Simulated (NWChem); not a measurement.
# CH4AlS (SMILES [CH3][Al][SH]): levels of theory compared

We compute a comparison of 3 runs (UHF/STO-3G, UHF/3-21G, UB3LYP/6-31G*) of CH4AlS. 

The calculation is run with NWChem 7.3.0.

**1. The molecule**

The species is CH4AlS (7 atoms), meant as a doublet with charge 0. As SMILES, `[CH3][Al][SH]`. Geometry: relaxed at PBE0-D4/def2-TZVP. This is one conformer, not always the lowest.

Bond lengths: C1–Al2 1.964 Å, Al2–S3 2.206 Å, C1–H4 1.091 Å, C1–H5 1.094 Å, C1–H6 1.095 Å, S3–H7 1.343 Å. Angles: C1–Al2–S3 115.0°, Al2–C1–H4 112.9°, Al2–C1–H5 109.9°, Al2–C1–H6 109.2°, Al2–S3–H7 94.7°, H4–C1–H5 108.8°, H4–C1–H6 108.1°, H5–C1–H6 107.8°.

**2. Energy and gradient at UHF/STO-3G (run 1)**

sp.nw reads:

```
start sp
title "CH4AlS gradient"
memory total 2200 mb

geometry units angstrom noautosym nocenter noautoz
  C    -1.011400    0.583000   -0.368800
  Al    0.014000   -0.910400    0.391000
  S     2.199200   -0.612300    0.442400
  H    -2.033800    0.306500   -0.631500
  H    -0.508000    0.962400   -1.263500
  H    -1.056800    1.397900    0.361400
  H     2.458000   -1.795100    1.023300
end

basis spherical bse
  C library STO-3G
  Al library STO-3G
  S library STO-3G
  H library STO-3G
end

scf
  doublet
  uhf
  thresh 1e-08
  maxiter 80
end

task scf gradient
```

On the command line:

```bash
$ nwchem sp.nw > sp.out
```

Log:

```text
[...]
  functions       =    27
[...]
  wavefunction    = UHF
[...]
         Total SCF energy =   -671.915163278472
      One electron energy =  -1174.987414387235
      Two electron energy =    383.677070344718
 Nuclear repulsion energy =    119.395180764045
                       Sz =      0.5000
                 Sz(Sz+1) =      0.7500
                      S^2 =      0.7554
[...]
                         UHF ENERGY GRADIENTS
    atom               coordinates                        gradient
                 x          y          z           x          y          z
   1 C      -1.911269   1.101710  -0.696931   -0.015253   0.008798  -0.007251
   2 Al      0.026456  -1.720407   0.738883   -0.017730  -0.012245   0.004269
   3 S       4.155885  -1.157079   0.836015    0.029259   0.011868  -0.003196
   4 H      -3.843325   0.579201  -1.193362   -0.007427  -0.003964  -0.000763
   5 H      -0.959981   1.818672  -2.387669    0.008399   0.000260  -0.006900
   6 H      -1.997062   2.641648   0.682947    0.001769   0.004984   0.009127
   7 H       4.644946  -3.392247   1.933757    0.000983  -0.009701   0.004713
[...]
```

Run time: 1.5 s. Hardware: 1 thread of AMD EPYC 9R45 (Zen 5), shared host; peak memory 0.098 GiB.

**3. Energy and gradient at UHF/3-21G (run 2)**

input.nw reads:

```
echo
start input
title "CH4AlS"
memory 2200 mb
geometry units au noautosym nocenter noautoz
 C     -1.91126900     1.10171033    -0.69693099
 Al     0.02645617    -1.72040666     0.73888291
 S      4.15588569    -1.15707931     0.83601484
 H     -3.84332499     0.57920106    -1.19336205
 H     -0.95998087     1.81867242    -2.38766896
 H     -1.99706257     2.64164815     0.68294702
 H      4.64494681    -3.39224737     1.93375674
end
basis spherical bse
 * library 3-21G
end
scf
 nopen 1
 uhf
 thresh 1e-08
 maxiter 80
end
task scf gradient
```

On the command line:

```bash
$ nwchem input.nw > input.out
```

Log:

```text
[...]
  functions       =    43
[...]
  wavefunction    = UHF
[...]
         Total SCF energy =   -676.152065410325
      One electron energy =  -1173.977585151253
      Two electron energy =    378.430347415085
 Nuclear repulsion energy =    119.395172325842
                       Sz =      0.5000
                 Sz(Sz+1) =      0.7500
                      S^2 =      0.7536
[...]
                         UHF ENERGY GRADIENTS
    atom               coordinates                        gradient
                 x          y          z           x          y          z
   1 C      -1.911269   1.101710  -0.696931    0.006042  -0.008335   0.004332
   2 Al      0.026456  -1.720407   0.738883    0.021371   0.006296  -0.000603
   3 S       4.155886  -1.157079   0.836015   -0.017979  -0.001997  -0.000741
   4 H      -3.843325   0.579201  -1.193362   -0.004061  -0.001738  -0.000836
   5 H      -0.959981   1.818672  -2.387669    0.003218   0.000394  -0.003615
   6 H      -1.997063   2.641648   0.682947    0.000439   0.001973   0.003848
   7 H       4.644947  -3.392247   1.933757   -0.009030   0.003406  -0.002385
[...]
```

Wall time 1.7 s (1 thread of AMD EPYC 9R45 (Zen 5), shared host); peak memory 0.098 GiB.

**4. Energy and gradient at UB3LYP/6-31G(d) (Cartesian functions) (run 3)**

test.xyz reads:

```xyz
7

C     -1.011400     0.583000    -0.368800
Al     0.014000    -0.910400     0.391000
S      2.199200    -0.612300     0.442400
H     -2.033800     0.306500    -0.631500
H     -0.508000     0.962400    -1.263500
H     -1.056800     1.397900     0.361400
H      2.458000    -1.795100     1.023300
```

test.nw reads:

```
start test
memory total 2200 mb

geometry units angstroms noautosym nocenter noautoz
   load format xyz test.xyz
end

basis
   * library 6-31G*
end

dft
   xc b3lyp
   mult 2
   grid xfine
   convergence energy 1e-08
   iterations 100
   mulliken
   print low
end

task dft gradient
```

On the command line:

```bash
$ nwchem test.nw > test.out
```

Log:

```text
[...]
 d= 0,ls=0.0,diis     1   -681.0996087708 -8.00D+02  1.10D-02  1.05D-01     1.6
[...]
 d= 0,ls=0.0,diis    11   -681.1465691391 -1.03D-09  2.89D-07  1.93D-10    15.9
[...]
         Total DFT energy =     -681.146569139068
      One electron energy =    -1178.528225658304
           Coulomb energy =      429.275528295972
    Exchange-Corr. energy =      -51.289052540782
 Nuclear repulsion energy =      119.395180764045
[...]
      Total Density - Mulliken Population Analysis
     ---------------------------------------------
    Atom       Charge   Shell Charges
 -----------   ------   -------------------------------------------------------
    1 C    6     6.70   1.99  0.67  2.11  0.69  1.22  0.02
    2 Al  13    12.62   2.00  1.99  5.96  1.07  1.03  0.34  0.21  0.03
    3 S   16    16.31   2.00  1.99  5.97  1.40  3.08  0.51  1.36  0.01
    4 H    1     0.83   0.52  0.31
    5 H    1     0.82   0.51  0.31
    6 H    1     0.83   0.51  0.31
    7 H    1     0.89   0.50  0.39
[...]
      <S2> =      0.7519 (Exact =     0.7500)
                         DFT ENERGY GRADIENTS
    atom               coordinates                        gradient
                 x          y          z           x          y          z
   1 C      -1.911269   1.101710  -0.696931    0.001053  -0.001484   0.000559
   2 Al      0.026456  -1.720407   0.738883    0.003797   0.003732  -0.001222
   3 S       4.155885  -1.157079   0.836015   -0.004536  -0.003130   0.001062
   4 H      -3.843325   0.579201  -1.193362    0.002023   0.000127   0.000673
   5 H      -0.959981   1.818672  -2.387669   -0.000428  -0.000908   0.001807
   6 H      -1.997062   2.641648   0.682947    0.000472  -0.001740  -0.001053
   7 H       4.644946  -3.392247   1.933757   -0.002380   0.003403  -0.001827
 Task  times  cpu:       19.4s     wall:       19.4s
 Total times  cpu:       19.4s     wall:       19.4s
```

It took 20 s on 1 thread of AMD EPYC 9R45 (Zen 5), shared host; peak memory 0.14 GiB.

**5. The series**

```csv
run,level,Cartesian functions,iteration cap,energy (Eh),dipole moment (D),HOMO energy (eV),LUMO energy (eV),wall time
1,UHF/STO-3G,no,80,-671.915163,3.09,-4.62,6.74,1.5 s
2,UHF/3-21G,no,80,-676.152065,2.92,-8.17,0.69,1.7 s
3,UB3LYP/6-31G* (Cartesian functions),yes,100,-681.146569,–,–,–,20 s
```

**6. What came out**

```
                       quantity          value
            run 3: total energy  -681.14657 Eh
                    run 3: ⟨S²⟩          0.752
run 3: largest force on an atom     0.289 eV/Å
```

In run 1 the basis is minimal, so the values are rough. All runs together took 23 s, the longest 20 s.
